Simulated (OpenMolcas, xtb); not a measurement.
Al2H4 (SMILES [AlH2][AlH2]): the dipole moment, rung by rung

Al2H4 has 6 atoms, charge 0, and is taken as a singlet. SMILES: `[AlH2][AlH2]`. The shape comes from GFN2-xTB, which is rough for such elements, and wasn't checked as a minimum.

Quantity: the dipole moment, in D. The values are calculated.

```
         level            kind     program  value (D)   CPU time
      GFN2-xTB  semi-empirical         xtb       1.46  under 2 s
      GFN0-xTB  semi-empirical         xtb       1.60  under 2 s
      GFN1-xTB  semi-empirical         xtb       1.99  under 2 s
     HF/STO-3G    Hartree–Fock  OpenMolcas       2.27      1.8 s
      HF/3-21G    Hartree–Fock  OpenMolcas       1.42      1.9 s
   HF/def2-SVP    Hartree–Fock  OpenMolcas       1.51      2.8 s
BLYP/def2-SVPD             GGA  OpenMolcas       1.20       18 s
  r2SCAN/6-31G        meta-GGA  OpenMolcas       1.12      9.2 s
r2SCAN/pcseg-1        meta-GGA  OpenMolcas       1.18       13 s
TPSS/6-311+G**        meta-GGA  OpenMolcas       1.20       24 s
```

The values span 1.12 to 2.27 D. Sets without polarisation functions give poor dipoles. Without the sets that lack polarisation functions the rows with a basis span only 1.18 to 1.51 D. Times are those of the runs behind each value, whatever else they computed, on shared processors of several kinds: orders of magnitude only.
